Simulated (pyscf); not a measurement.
`[NH]=[SiH][F]` + `[H][H]` → `[NH2][SiH2][F]`, an addition across a multiple bond or ene-type step (singlet surface; H–H broken, H–N, H–Si formed). Structures and frequencies: ωB97X-D3(BJ)/def2-SVP in PySCF. Energies in kcal/mol from the separated reactants.

Small-basis levels: PySCF, no dispersion term, spherical d functions. AM1 to PM7: differences of heats of formation from MOPAC, which are fitted to 298 K values and so differ in kind from electronic energies by zero-point and thermal terms. GFN2-xTB: tblite. Cost: rough CPU time at the saddle relative to B3LYP/6-31G*, from one job on a shared machine.

```
level                   barrier  reaction energy        cost
----------------------  -------  ---------------  ----------
SVWN5/6-31G*               13.0            -63.2           1
BP86/6-31G*                24.3            -54.4           2
B3LYP/STO-3G               63.6            -75.5         0.7
B3LYP/3-21G                33.1            -66.2         0.8
B3LYP/6-311+G**            23.3            -58.5           1
PBE/def2-SVP               16.3            -58.6           1
B3LYP/def2-SVP             21.1            -60.9         0.9
GFN2-xTB                   34.0            -43.5  under 0.02
AM1                        58.3            -37.5  under 0.02
ωB97M-D3(BJ)/def2-TZVP     20.1            -60.0           –
```

Against the last row the barrier runs from -7.0 (SVWN5/6-31G*) to +43.6 kcal/mol (B3LYP/STO-3G). ωB97M-D3(BJ)/def2-TZVP has limits of its own. At the saddle there is also a short H–Si contact that neither side keeps. HN=SiH–F lies 25.8 kcal/mol over its isomer H₂N–Si:–F [singlet] (electronic energy, ωB97M-D3(BJ)/def2-TZVP). One saddle was located; it need not be the lowest between these sides.
